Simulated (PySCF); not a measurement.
**CClF: core ionisation energies**

Species: CClF (singlet state).
Structure used (PBE0-D3(BJ)/def2-SVP), in Å, numbered top down from 1:
```
atom  x, y, z in Å
F1    -1.133   -0.325    0.014
C2    -0.195    0.551   -0.056
Cl3    1.312   -0.323    0.023
```

Level of theory: delta-SCF UKS SCAN, pcX-2 on the ionised atom, pcseg-1 elsewhere, spin-free X2C (PySCF). These are vertical core ionisation energies against the vacuum level, from separate self-consistent calculations with and without the core hole.

Q: Give the core binding energies atom by atom.

A: 
| atom(s) | environment | level | binding energy (eV) | 2p1/2 (eV) | count |
| --- | --- | --- | --- | --- | --- |
| Cl3 | chlorine bonded to C | Cl 1s | 2829.95 | – | 1 |
| F1 | fluorine bonded to C | F 1s | 695.32 | – | 1 |
| C2 | carbon bonded to Cl and F | C 1s | 296.34 | – | 1 |
| Cl3 | chlorine bonded to C | Cl 2p3/2 | 207.38 | 209.04 | 1 |

Q: Which effective nuclear charge Zeff reproduces each element's mean 1s value in the hydrogen-like formula E = 13.606 eV × Zeff²?

A: C (Z = 6): mean 296.3 eV, Zeff = 4.67, Z − Zeff = 1.33; F (Z = 9): mean 695.3 eV, Zeff = 7.15, Z − Zeff = 1.85; Cl (Z = 17): mean 2829.9 eV, Zeff = 14.42, Z − Zeff = 2.58. Means run over the listed sites, weighted by atom count.

Q: Express the binding energy of Cl 2p3/2 of Cl3 in atomic units and per mole.

A: 207.38 eV = 7.6211 Eh = 20009 kJ/mol.

Spin contamination (⟨S²⟩ against 0.75 for a pure doublet) is marked for C 1s of C2 (1.00), which makes this value less certain. For 2p shells one spin-free hole was relaxed; a mean-field spin–orbit operator and the ground-state splitting of the three 2p orbitals were then diagonalised within the shell. The shell's mean is (2 × 2p3/2 + 2p1/2)/3, and the degeneracies 2j + 1 give areas of 2:1. 2p1/2 minus 2p3/2 (ligand field included): Cl 1.65 eV. Geometry: PBE0-D3(BJ)/def2-SVP; no solvent, vibrations or thermal averaging.

The run took 4.6 s on Arm Neoverse V1, one thread, on a shared host, and the process peaked at 0.37 GiB of memory.
